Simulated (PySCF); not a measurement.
Species: C3H3ClO.
Z-matrix (Å and degrees, PBE0-D3(BJ)/def2-SVP geometry), rows numbered from 1:
```
C 
C   1  1.3362
C   2  1.4781  1  119.88
O   3  1.1868  2  127.09  1     1.57
Cl  3  1.7860  2  111.92  1  -178.25
H   1  1.0939  2  120.34  3    -0.08
H   1  1.0924  2  121.29  3   179.84
H   2  1.0915  1  122.72  3  -179.76
```

Linear response at CAM-B3LYP/def2-SVPD (PySCF, frozen core in the response, non-relativistic). The structure is a single PBE0-D3(BJ)/def2-SVP conformer in the gas phase; no vibrational or solvent corrections.

Static isotropic polarisability: 55.72 au (8.26 Å³), principal values 36.4, 51.9, 78.8 au.

What is the polarisability at 1064 nm and at the sodium D line?

56.34 au at 1064 nm (+1.1 %), 57.88 au at 589.3 nm (+3.9 %). The rise at 589.3 nm is 3.44 times that at 1064 nm; a pure ω² law gives 3.26. The lowest singlet lies at 273 nm, shorter than both wavelengths.

What is the isotropic C6 coefficient between two such molecules, C6 = (3/π)∫α(iω)² dω?

1205 au (Eh·bohr⁶) by a ten-point quadrature over imaginary frequencies, which is 720 eV·Å⁶ or 69.5 J·nm⁶/mol.

Which effective excitation energy ω̄ makes London's formula C6 = (3/4)α²ω̄ exact here?

ω̄ = 4·C6/(3α²) = 0.518 Eh = 14.1 eV. A one-pole form α(ω) = α/(1 − ω²/ω̄²) fitted to the 1064 nm value gives 11.0 eV.

How many electrons N does the Slater–Kirkwood formula C6 = (3/4)·√N·α^(3/2) need to give this C6?

N = (4·C6/3)²/α³ = 14.9; the species has 46 electrons in all.

The lowest 6 singlets have (eV, f): 4.54, 0.000; 5.97, 0.003; 6.09, 0.341; 6.37, 0.028; 7.43, 0.000; 7.98, 0.026. What share of the static polarisability do they carry in the sum over states α = Σ f/ω²?

7.68 au, 13.8 % of α; the largest term, 6.80 au, is that of the state at 6.09 eV. Their oscillator strengths add up to 0.40. Higher states carry the rest.

What n − 1 at the D line would an ideal gas of it have at 273.15 K and 1 atm (2.6868 × 10¹⁹ cm⁻³), by n − 1 = 2π·N·α′?

14.48 × 10⁻⁴, a formal value whether or not that pressure can be reached.

How anisotropic is the static polarisability, by Δα² = ½[(α1 − α2)² + (α2 − α3)² + (α3 − α1)²]?

Δα = 37.1 au, or 0.67 of the isotropic value.
